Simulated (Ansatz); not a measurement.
# C4H7N: small, medium and large basis sets

An exercise on one series of results from a longer session: the logs are not shown, and one member is left open.

The runs use Ansatz 0.2.0, Gaussian basis; one geometry, several basis sets.

The runs, in order: PBE0-D4/def2-SVP; ωB97M-V/def2-SVP; PBE0-D4/def2-QZVPP; ωB97M-V/def2-QZVPP; the functionals' def2-TZVPP values are taken from earlier runs.

## Structure used throughout

The geometry comes from an earlier relaxation with PBE0-D4 in a triple-zeta def2 set; it is a stationary point, not always the lowest conformer.

SMILES `CCCC#N`, 12 atoms, charge 0, spin multiplicity 1.

Atoms are counted from 1 here; the program's logs count them from 0.

Bond lengths: C1–C2 1.517 Å, C1–H6 1.091 Å, C1–H7 1.093 Å, C1–H8 1.093 Å, C2–C3 1.529 Å, C2–H9 1.093 Å, C2–H10 1.093 Å, C3–C4 1.453 Å, C3–H11 1.095 Å, C3–H12 1.095 Å, C4–N5 1.150 Å. Angles: C2–C1–H6 111.0°, C2–C1–H7 111.3°, C2–C1–H8 111.3°, H6–C1–H7 107.7°, H6–C1–H8 107.7°, H7–C1–H8 107.7°, C1–C2–C3 111.6°, C1–C2–H9 110.4°, C1–C2–H10 110.4°, C3–C2–H9 108.9°, C3–C2–H10 108.9°, H9–C2–H10 106.5°, C2–C3–C4 112.7°, C2–C3–H11 110.4°, C2–C3–H12 110.4°, C4–C3–H11 108.2°, C4–C3–H12 108.2°, H11–C3–H12 106.7° and more.

The first run:

in.yaml

```yaml
crystal:
  periodic: [false, false, false]
  atoms:
    - {symbol: C, position_ang: [-1.393552, -0.770336, 0.181824]}
    - {symbol: C, position_ang: [0.034925, -0.537005, -0.272881]}
    - {symbol: C, position_ang: [0.558232, 0.822180, 0.192633]}
    - {symbol: C, position_ang: [1.926579, 1.070057, -0.230188]}
    - {symbol: N, position_ang: [3.009142, 1.245256, -0.575086]}
    - {symbol: H, position_ang: [-1.757030, -1.742606, -0.155401]}
    - {symbol: H, position_ang: [-2.067072, -0.007100, -0.217301]}
    - {symbol: H, position_ang: [-1.472243, -0.746053, 1.272090]}
    - {symbol: H, position_ang: [0.690625, -1.321328, 0.114400]}
    - {symbol: H, position_ang: [0.100654, -0.588210, -1.362903]}
    - {symbol: H, position_ang: [-0.072182, 1.627516, -0.197624]}
    - {symbol: H, position_ang: [0.518921, 0.892329, 1.284339]}
basis:
  gaussian: {orbitals: def2-SVP}
hamiltonian: {xc: pbe0, dispersion: d4}
output: {orbitals: {seedname: orbitals}}
```

Started as:

```
> ansatz run in.yaml --threads 4 --pin off --events-out ev --progress --plain --max-ram 10444MiB
```

Among the steps run: PBE0-D4 in def2-SVP; ωB97M-V in def2-SVP; PBE0-D4 in def2-QZVPP; ωB97M-V in def2-QZVPP.

One of the session's tables, all rows but one given; the rest of the session is left out.

It belongs to the step «Density functionals: the series». 

| functional | basis | HOMO (eV) | LUMO (eV) |
| --- | --- | --- | --- |
| PBE0-D4 | def2-SVP | -9.20 | 1.01 |
| PBE0-D4 | def2-TZVPP | ? | ? |
| PBE0-D4 | def2-QZVPP | -9.27 | 0.29 |
| ωB97M-V | def2-SVP | -11.50 | 2.88 |
| ωB97M-V | def2-TZVPP | -11.58 | 2.08 |
| ωB97M-V | def2-QZVPP | -11.59 | 1.52 |

Estimate the missing values for PBE0-D4, def2-TZVPP.

**Answer.** HOMO (eV): -9.25; LUMO (eV): 0.58. In the column «HOMO (eV)» it lies between PBE0-D4, def2-QZVPP (-9.27) and PBE0-D4, def2-SVP (-9.20).
